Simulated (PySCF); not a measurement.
## Assignment exercise: C5H8O

Molfile (atoms numbered from 1):
```
C5H8O
     RDKit          3D

 14 13  0  0  0  0  0  0  0  0999 V2000
    2.2390    1.6122   -0.1994 C   0  0  0  0  0  0  0  0  0  0  0  0
    1.5026    0.5617   -0.5919 C   0  0  0  0  0  0  0  0  0  0  0  0
    0.2838    0.1082    0.0482 C   0  0  0  0  0  0  0  0  0  0  0  0
   -0.3958   -0.9657   -0.4033 C   0  0  0  0  0  0  0  0  0  0  0  0
   -1.5221   -1.4949    0.0847 O   0  0  0  0  0  0  0  0  0  0  0  0
   -2.1062   -0.8813    1.2012 C   0  0  0  0  0  0  0  0  0  0  0  0
    1.9505    2.2180    0.6652 H   0  0  0  0  0  0  0  0  0  0  0  0
    3.1502    1.8986   -0.7288 H   0  0  0  0  0  0  0  0  0  0  0  0
    1.8326   -0.0147   -1.4656 H   0  0  0  0  0  0  0  0  0  0  0  0
   -0.0687    0.6699    0.9178 H   0  0  0  0  0  0  0  0  0  0  0  0
   -0.0466   -1.5319   -1.2730 H   0  0  0  0  0  0  0  0  0  0  0  0
   -3.0122   -1.4512    1.4421 H   0  0  0  0  0  0  0  0  0  0  0  0
   -2.3816    0.1665    0.9870 H   0  0  0  0  0  0  0  0  0  0  0  0
   -1.4254   -0.8956    2.0705 H   0  0  0  0  0  0  0  0  0  0  0  0
  1  2  2  0
  2  3  1  0
  3  4  2  0
  4  5  1  0
  5  6  1  0
  1  7  1  0
  1  8  1  0
  2  9  1  0
  3 10  1  0
  4 11  1  0
  6 12  1  0
  6 13  1  0
  6 14  1  0
M  END
```

Theory: B3LYP/pcJ-1 coupling constants (without the spin–dipole term), GIAO PBE0/pcSseg-1 shieldings, PBE0-D3(BJ)/def2-SVP structure, in PySCF (relativity neglected, one averaged value for each set of equivalent atoms, one computed conformer, isolated molecule).

Chemical shifts δ = σref − σ; ¹³C (σ = 184.41 ppm), ¹H (σ = 31.27 ppm) vs TMS, all at this level.

(1) Assign these signals to the numbered atoms. ¹³C{¹H} NMR (computed): δ 159.4 (CH), 141.6 (CH), 117.0 (CH2), 108.8 (CH), 54.4 (CH3).

(2) Assign these signals to the numbered atoms. ¹H NMR (400 MHz, computed): δ 6.69 (d, J = 13.8 Hz, 1H), 6.19 (dt, J = 17.9, 11.6 Hz, 1H), 5.29 (ddd, J = 13.8, 11.7, 1.0 Hz, 1H), 5.17 (dd, J = 17.9, 1.8 Hz, 1H), 5.00 (ddd, J = 11.5, 1.8, 1.0 Hz, 1H), 3.50 (s, 3H).

Answers

(1) 
```tsv
δ (ppm)	atoms	environment	reason
159.4	C4	alkene carbon bearing oxygen	an sp2 carbon further deshielded by the attached heteroatom
141.6	C2	alkene CH	as expected for a trigonal carbon in a double bond
117.0	C1	terminal =CH2 carbon	as expected for a trigonal carbon in a double bond
108.8	C3	β carbon of an enol-ether or enamine type C=C	the O or N lone pair pushes π density onto this β carbon and shields it
54.4	C6	methyl carbon bonded to O	the inductive effect lowers its shielding
```

(2) 
6.69 → H11, hydrogen on an alkene carbon bearing oxygen: olefinic region
6.19 → H9, hydrogen on an alkene CH: olefinic region
5.29 → H10, hydrogen on a β carbon of an enol-ether or enamine type C=C: attached to an sp2 carbon and in the plane of the double bond
5.17 → H7, hydrogen on a terminal =CH2 carbon: a vinylic proton, deshielded by the sp2 carbon and the C=C anisotropy
5.00 → H8, hydrogen on a terminal =CH2 carbon
3.50 → H12/H13/H14, hydrogen on a methyl carbon bonded to O: its carbon carries O, which withdraws density

H10 and H7 lie closer than the usual error of such a calculation, so a measured spectrum could show them in the other order.

Splittings below 1 Hz are ignored in the labels, and close J values are merged. Unscaled 3J(H,H) at this level run about 10 % above measured values. Shifts are as computed. Against solution values, carbons near 30 ppm lie about +2 ppm off and those near 130 ppm about +5 ppm. Of 1211 compounds with measured shifts, 218 miss one by over three times the rms of a fit or turn the order of signals round; such compounds aren't used in these exercises.
